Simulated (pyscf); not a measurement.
## Addition across a multiple bond or ene-type step: F–Mo(F)(F)(F)=S + HCl -> F–Mo(F)(F)(F)(SH)–Cl

Gas phase, singlet surface, charge 0. Bonds broken: Cl7–H8. Bonds formed: S1–H8, Mo2–Cl7. PySCF, gas phase, ωB97X-D3(BJ)/def2-SVP geometries.

Transition state (Å):

```xyz
8

S      0.8296    -0.2293     0.5886
Mo    -1.1167     0.2880    -0.2894
F     -1.6193    -1.4063    -0.7668
F     -2.1096     0.8099    -1.7433
F     -2.1599     0.0802     1.1725
F     -1.0830     2.0743     0.1101
Cl     0.5290     0.5098    -2.2340
H      1.2662     0.0578    -0.8650
```

One imaginary mode, 1035i cm⁻¹; descent along it reached the two sides named, in the forms told below.

```
bond     change  reactant side (Å)  saddle  product side
-------  ------  -----------------  ------  ------------
Cl7–H8   breaks              1.284   1.619         2.484
S1–H8     forms                3.9   1.545         1.344
Mo2–Cl7   forms                4.0   2.557         2.298
```

Electronic energies relative to the separated reactants (kcal/mol):

```json
[
 {"level": "ωB97X-D3(BJ)/def2-TZVP", "barrier": "30.7", "reaction energy": "+13.1", "reverse barrier": "17.6"},
 {"level": "PBE/def2-TZVP", "barrier": "24.3", "reaction energy": "+11.9", "reverse barrier": "12.4"},
 {"level": "r²SCAN/def2-TZVP", "barrier": "24.9", "reaction energy": "+10.7", "reverse barrier": "14.2"},
 {"level": "B3LYP-D3(BJ)/def2-TZVP", "barrier": "30.2", "reaction energy": "+14.3", "reverse barrier": "15.9"},
 {"level": "PBE0-D3(BJ)/def2-TZVP", "barrier": "28.3", "reaction energy": "+13.8", "reverse barrier": "14.5"},
 {"level": "M06-2X/def2-TZVP", "barrier": "37.2", "reaction energy": "+21.8", "reverse barrier": "15.3"},
 {"level": "ωB97M-D3(BJ)/def2-TZVP", "barrier": "35.6", "reaction energy": "+19.0", "reverse barrier": "16.6"},
 {"level": "HF/def2-TZVP", "barrier": "58.3", "reaction energy": "+33.3", "reverse barrier": "25.0"}
]
```

With ωB97M-D3(BJ)/def2-TZVP energies and thermal terms (ideal gas, 1 atm, RRHO with modes under 100 cm⁻¹ raised to 100, one conformer, R ln 2 for chiral ones without a mode under 150 cm⁻¹), in kcal/mol:

| T (K) | ΔH‡ | ΔG‡ | ΔH | ΔG |
|---|---|---|---|---|
| 298 | 33.9 | 43.8 | +20.3 | +29.7 |
| 600 | 34.2 | 53.7 | +20.8 | +39.0 |
| 900 | 34.7 | 63.4 | +21.6 | +47.9 |
| 1200 | 35.2 | 72.9 | +22.5 | +56.6 |

On the product side the descent ends in a point that may be a rotor saddle (no frequency run), 1.2 kcal/mol over the lowest minimum found and 16.4 kcal/mol under the saddle at ωB97X-D3(BJ)/def2-TZVP. One saddle was located; it need not be the lowest between these sides. Elements past Kr carry the def2 core potentials, without spin-orbit coupling.
